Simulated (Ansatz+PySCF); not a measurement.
Values are calculated unless marked as measured or tabulated.
## PySCF 2.14.0 run

```python
from pyscf import gto, scf, cc

mol = gto.M(atom="""
N 0.000000 0.000000 -0.804440
N 0.000000 0.000000 0.804440
""", basis='sto-3g', charge=1, spin=1)
mf = scf.UHF(mol)
mf.kernel()
mycc = cc.CCSD(mf, frozen=2).run()
et = mycc.ccsd_t()
print(mf.e_tot, mycc.e_corr, et, mycc.e_tot + et)
```

The script is written out from the run's settings.

Output:

```
Converged               : yes
Reference energy        : -106.85126 hartree
CCSD correlation energy : -0.25986 hartree
Triples correction      : -0.00570 hartree
Total energy            : -107.11682 hartree
```

This is not the lowest solution: another run reaches a determinant 5.55 eV lower. Caution: large amplitudes, a single reference is doubtful; another reference gives a lower total.
